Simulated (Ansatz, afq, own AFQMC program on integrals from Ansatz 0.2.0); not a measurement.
## GeH₂ClO, doublet: AFQMC among the cluster methods

```xyz
5

Ge   -0.2944   -0.6163    0.2706
O     1.2904   -0.9802    0.9849
Cl   -0.6510   -2.0200   -1.3633
H    -1.3030   -0.9245    1.4149
H     1.9945   -1.0807    0.3326
```

Connectivity, by distances: OH–GeH–Cl.

Basis def2-TZVP. Only valence electrons are correlated. Integrals, coupled cluster, full CI and functionals: Ansatz 0.2.0; the random walks run on the same integrals in our own AFQMC program. ph-AFQMC/CISD is guided by a CISD state made of CCSD amplitudes; releasing the constraint for a short imaginary time cuts its bias at the price of noise, slowly where states lie close. Uncertainties: one standard error, sampling alone. No spin–orbit coupling.

Determinant: UHF, the one that the program's search chose, which needn't be the lowest solution. The geometry is a PBE0/def2-SVP stationary point of this or a neighbouring charge and spin state.

No full CI on the walks' own integrals is used here. The released AFQMC energy serves as the reference, which it does only where one determinant dominates, the energy is flat over the last release times and near the phaseless one (40 meV or 2 meV an electron, half that with transition metals). On small molecules, where full CI could be run and the noise was under 10 meV, such values lay within 10 meV of it in 19 cases of 20, a flattering rate, since the rule was set on those same cases; what remains of the bias isn't in the error bar.

Cautions: no relativity below Rb; no spin-orbit coupling; inner d shell frozen; the released value is read at 1.50 1/Eh with a noise of 18 meV, more than in the cases checked (meV from the phaseless value at times in 1/Eh: -20 ± 16 at 0.24, -17 ± 13 at 0.51, 8 ± 21 at 0.99, -9 ± 18 at 1.50).

- T1 diagnostic: 0.0148
- weight of the determinant in the CISD state: 0.829
- ⟨S²⟩ of the determinant: 0.758
- size of the correlated space: 19 electrons in 108 orbitals

| level | correlation energy (eV) |
| --- | --- |
| MP2 | -14.1478 |
| CCSD | -14.9173 |
| CCSD(T) | -15.5007 |

Problem. Estimate where phaseless AFQMC with a CISD trial lies against CCSD(T) on the same integrals.

Solution. 58.3 ± 13.4 meV below CCSD(T).

Reference: AFQMC with the constraint released, correlation energy -15.568 ± 0.018 eV.

```
        level  E − E(reference) (meV)  share of correlation (%)
      CCSD(T)             66.9 ± 18.3                     99.57
  ph-AFQMC/HF            -40.1 ± 38.9                    100.26
ph-AFQMC/CISD              8.6 ± 22.7                     99.94
```

Released energies are given only where the last usable release times agree within the noise; a slower fall can still hide under it.
